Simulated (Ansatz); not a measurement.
Born–Oppenheimer molecular dynamics of C2H3F2N (8 atoms, charge 0, multiplicity 1). It starts at the highest image of a converged band. Of that band: Neighbouring images differ by up to 2.9 eV, so the band resolves the path poorly. A vibrational analysis at the climbing image gives one clearly imaginary mode, 1627i cm⁻¹: a first-order saddle point.

All numbers below come from Ansatz 0.2.0, RKS PBE/STO-3G.

| Property | Result |
| --- | --- |
| ensemble | NVE (velocity Verlet) |
| time step | 0.5 fs |
| steps asked | 200 |
| starting velocities drawn for | 100 K |
| seed | 2671 |

First frame:

```xyz
8
Properties=species:S:1:pos:R:3
N -1.197 0.798 0.111
C 0.155 0.511 -0.436
C 0.618 -0.823 0.231
F 0.206 -1.268 -1.129
F 1.964 -1.052 0.441
H -1.529 1.580 -0.584
H -0.097 1.560 0.314
H -0.028 -1.363 0.997
```

**Question.** How far do the bonds stretch over the last three quarters of this one trajectory? (Pairs bonded in most of those frames.)

**Answer.** 
```tsv
bond	mean (Å)	spread (Å)	shortest	longest
N1–C2	1.441	0.148	1.20	1.66
N1–H6	1.061	0.017	1.03	1.10
N1–H7	1.085	0.027	1.04	1.16
C2–C3	1.639	0.072	1.46	1.76
C3–F4	1.449	0.032	1.42	1.52
C3–F5	1.407	0.043	1.35	1.53
C3–H8	1.151	0.015	1.12	1.19
```

Mean temperature of the second half: 1734 K. The conserved energy stayed within 0.53 meV per atom of its start (net change -0.094 meV per atom), so the integration is sound. The system heated up, since it started high on the potential surface and ran downhill. A run of 0.1 ps of so small a system gives no equilibrium averages. The orbitals stay closed-shell, which can raise the energy where a bond breaks towards radicals; this wasn't checked here. Limits of this set-up: minimal basis.

Time of the run: 4.4 min on 1 thread of Intel(R) Xeon(R) Processor @ 2.70GHz, with other jobs on the host, peak memory 0.096 GiB.
